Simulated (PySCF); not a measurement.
# Gas-phase XPS of `[H]/N=C/[SiH3]`, computed

Species: CH5NSi.
Numbering: `[H]/[N:1]=[CH:2]/[SiH3:3]`

Method: PySCF, delta-SCF UKS SCAN, pcX-2 on the ionised atom, pcseg-1 elsewhere, spin-free X2C. Binding energies are ΔSCF values: E(core-ionised, relaxed orbitals) − E(ground state) at a fixed geometry, referred to the vacuum level.

**Question.** What binding energy does each computed site have?

**Answer.** 
| atom(s) | bonded to | level | binding energy (eV) | 2p1/2 (eV) | count |
| --- | --- | --- | --- | --- | --- |
| Si3 | C and 3 H | Si 1s | 1846.68 | – | 1 |
| N1 | C (double bond) and H | N 1s | 405.02 | – | 1 |
| C2 | N (double bond), H and Si | C 1s | 291.81 | – | 1 |
| Si3 | C and 3 H | Si 2p3/2 | 106.95 | 107.58 | 1 |

**Question.** Which photon wavelength matches the N 1s of N1 threshold?

**Answer.** λ = hc/E = 12398.42 eV Å / 405.02 eV = 30.612 Å.

The unrestricted hole states depart most from a pure doublet (⟨S²⟩ = 0.75; over 0.85 named) for C 1s of C2 (0.87), which makes this value less certain. 2p3/2 and 2p1/2 are the ΔSCF energy of one spin-free 2p hole plus the eigenvalues of a spin–orbit and ligand-field matrix of the shell. 2p1/2 minus 2p3/2 (ligand field included): Si 0.62 eV. Isolated species at its PBE0-D3(BJ)/def2-SVP geometry, gas phase.
